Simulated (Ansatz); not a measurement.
```yaml
crystal:
  periodic: [false, false, false]
  atoms:
    - {symbol: Li, position_ang: [2.729738, -0.693343, -0.912872]}
    - {symbol: Li, position_ang: [-0.868178, 0.614253, -1.388535]}
    - {symbol: Li, position_ang: [-0.082662, -0.372532, 1.706203]}
    - {symbol: H, position_ang: [-1.778898, 0.451621, 0.595204]}
basis:
  gaussian: {orbitals: pcseg-2}
total_charge: -1
magnetization: {spin_polarized: true, initial_magnetization: 1}
hamiltonian: {xc: {name: RPBE}}
scf: {omitted_lower_state_checks: [starts]}
output: {forces: true}
```

```sh
$ ansatz run in.yaml --threads 4 --pin off --events-out ev --progress --plain --max-ram 3916MiB
```

Shortened log:

```
Functional definition: RPBE
460 factors; their error is unknown
mean field evaluation 1: about -629.4391 eV, gradient 5.6e0 eV
mean field evaluation 2: about -629.3943 eV, gradient 5.4e0 eV
mean field evaluation 4: about -629.8926 eV, gradient 7.1e-1 eV
mean field evaluation 8: about -629.8137 eV, gradient 3.7e-1 eV
mean field evaluation 16: about -629.8163 eV, gradient 1.8e-3 eV
mean field -629.81628469 eV, -23.1453215574 hartree, gradient 1.3e-5 eV, S^2 0.892913; 0 other end points of the search recorded, 0 dependent functions left out
reference -629.81632452 eV, -23.1453230214 hartree; 6, 5 occupied and 53, 54 virtual orbitals, 460 factors
Total energy: -629.81632452 eV, -23.1453230214 hartree
Atom 0 at     2.729738    -0.693343    -0.912872 Å, force    -0.297256     0.075495     0.099539 eV/Å
Atom 1 at    -0.868178     0.614253    -1.388535 Å, force    -0.034572    -0.146706     0.674283 eV/Å
Atom 2 at    -0.082662    -0.372532     1.706203 Å, force    -0.344519     0.242824    -0.547543 eV/Å
Atom 3 at    -1.778898     0.451621     0.595204 Å, force     0.676347    -0.171614    -0.226279 eV/Å
Dipole moment:    -0.307110     0.077866     0.103319 e Å
Checks for a lower state left out: starts
```

It took 0.75 s on 4 threads of Arm Neoverse V1 on a shared host.

The highest occupied level of an anion often lies above zero with these methods, and sets without diffuse functions describe the outer electron poorly. The charge -1 doublet is spin-contaminated (final ⟨S²⟩ up to 0.89, 0.75 for a pure state).

The dipole of an ion depends on the origin.
